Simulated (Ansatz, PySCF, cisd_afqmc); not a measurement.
System: CHCl$_{3}$, charge 0, singlet. CHCl3 (chloroform, SMILES ClC(Cl)Cl).
B3LYP-D3(BJ)/def2-TZVP minimum from Ansatz (a quantum-chemistry and plane-wave program):
```xyz
5

C     -0.0077     0.0005     0.4558
H     -0.0259     0.0016     1.5371
Cl     0.0149     1.6916    -0.0853
Cl     1.4596    -0.8576    -0.0583
Cl    -1.4702    -0.8343    -0.1077
```
Charge 0, spin multiplicity 1.

Atomisation energy term by term, kcal/mol (programs: Ansatz, cisd_afqmc). Open shells are spin-unrestricted; no spin-orbit coupling. Cores are frozen in correlated methods. Rows without X2C or -DK are non-relativistic. The Monte Carlo rows (phaseless AFQMC, CISD trial, step 0.005/hartree) carry one-sigma bars that omit the constraint's bias. Outlying blocks are dropped, and bars are widened where a walk drifts. Over all cases where full CI ran beside it in this data, AFQMC minus full CI had a median of +0.1 mEh and passed +0.4 mEh in a tenth of the cases. CBS(X,Y): correlation extrapolated as X^-3, Hartree-Fock from the larger set (Q,5: extrapolated as (X+1)exp(-9√X)). A bracket is a step between two methods taken in the basis named. 'core' is core correlation in cc-pwCVTZ (1s frozen past Ne), 'X2C' scalar relativity in cc-pVTZ-DK, both at CCSD(T). For partners of very few electrons the exact lower level stands in for a higher one.

| term | basis | kcal/mol |
|---|---|---|
| Hartree-Fock | CBS(cc-pV(Q+d)Z,cc-pV(5+d)Z) | 223.75 |
| CCSD correlation | CBS(cc-pV(Q+d)Z,cc-pV(5+d)Z) | 108.90 |
| (T) | CBS(cc-pV(Q+d)Z,cc-pV(5+d)Z) | 12.41 |
| CCSDT(Q) - CCSD(T) | cc-pV(D+d)Z | 0.41 |
| core correlation | cc-pwCVTZ | 1.52 |
| scalar relativity | X2C, cc-pVTZ-DK | -0.61 |
| minus zero-point energy | Hessian by PySCF at B3LYP-D3(BJ)/def2-TZVP | -12.36 |
| sum: D0 |  | 334.0 |

The step beyond CCSD(T) by other levels: AFQMC/CISD in cc-pV(T+d)Z 0.81 ± 0.43; AFQMC/CISD in cc-pV(Q+d)Z 1.27 ± 0.27 kcal/mol.
